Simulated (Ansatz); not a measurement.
**SiNH₅ (triplet): from Hartree-Fock to the top rungs at distance Si1–H5 along a hydrogen transfer = 1.586 Å, cc-pVDZ**

An exercise on one series of results from a longer session: the logs are not shown, and one member is left open.

Method: cc-pVDZ, core rule «outside noble gas», up to 6 orbitals frozen; program: Ansatz 0.2.0, Gaussian basis.

The runs, in order: UHF; CCSD(T) on ROHF; CCSD(T) on UHF; BCCD(T) on ROHF; CISD; CCSDT(Q) on ROHF; CCSDT(Q) on UHF; CASSCF and MRCISD+Q, 4 electrons in 4 orbitals; CASSCF and NEVPT2, 4 electrons in 4 orbitals.

## What is computed

The geometry derives from fragments relaxed apart (PBE0/def2-TZVP) and kept rigid, so it is no stationary point. A hydrogen atom is moved between rigid fragments.

7 atoms, charge 0, spin multiplicity 3.

Atoms are counted from 1 here; the program's logs count them from 0.

Bond lengths: Si1–H2 1.485 Å, Si1–H3 1.485 Å, Si1–H4 1.485 Å, Si1–H5 1.586 Å, N6–H7 1.040 Å. Angles: H2–Si1–H3 109.5°, H2–Si1–H4 109.5°, H2–Si1–H5 109.5°, H3–Si1–H4 109.5°, H3–Si1–H5 109.5°, H4–Si1–H5 109.5°.

The first run:

File in.yaml:

```yaml
crystal:
  periodic: [false, false, false]
  atoms:
    - {symbol: Si, position_ang: [-1.038166, 0.021476, 0.000000]}
    - {symbol: H, position_ang: [-1.533038, 1.421184, 0.000000]}
    - {symbol: H, position_ang: [-1.533037, -0.678378, 1.212183]}
    - {symbol: H, position_ang: [-1.533038, -0.678378, -1.212182]}
    - {symbol: H, position_ang: [0.547834, 0.021476, 0.000000]}
    - {symbol: N, position_ang: [2.195834, 0.021476, -0.000001]}
    - {symbol: H, position_ang: [2.464915, -0.982751, -0.000001]}
basis:
  gaussian: {orbitals: cc-pVDZ}
magnetization: {spin_polarized: true, initial_magnetization: 2}
hamiltonian: {xc: hf}
output: {orbitals: {seedname: orbitals}}
```

Command:

```bash
ansatz run in.yaml --threads 1 --pin off --events-out ev --progress --plain --max-ram 2816MiB --backend cpu
```

Among the steps run: UHF; CCSD(T) on ROHF; CCSD(T) on UHF; BCCD(T) on ROHF; CISD; CCSDT(Q) on ROHF; CCSDT(Q) on UHF; CASSCF and MRCISD+Q, 4 electrons in 4 orbitals; CASSCF and NEVPT2, 4 electrons in 4 orbitals.

One table of the session follows, with a row left open; its other results are not shown here.

| method | from UCCSDT(Q) (meV) |
| --- | --- |
| ROHF | +8025.4 |
| UHF | +7797.9 |
| RMP2 | +1559.7 |
| UMP2 | ? |
| CISD | +869.2 |
| RCCSD | +180.3 |
| UCCSD | +176.5 |
| RCCSD(T) | +37.0 |
| UCCSD(T) | +36.0 |
| BCCD(T) | +36.7 |
| RCCSDT | +7.8 |
| UCCSDT | +6.5 |
| RCCSDT(Q) | +1.3 |
| UCCSDT(Q) | 0 |
| CASSCF pair | +7397.9 |
| NEVPT2 pair | +1494.5 |
| MRCISD pair | +770.5 |
| MRCISD+Q pair | +67.4 |

**Question.** Estimate the row for UMP2.

**Answer.** from UCCSDT(Q) (meV): +1553.0. In the column «from UCCSDT(Q) (meV)» it lies between NEVPT2 pair (+1494.5) and RMP2 (+1559.7).

Caveats from the session: Restricted and unrestricted rows rest on different reference determinants; where their highest levels disagree by more than a few hundredths of an eV, they describe different states and don't form one ladder.
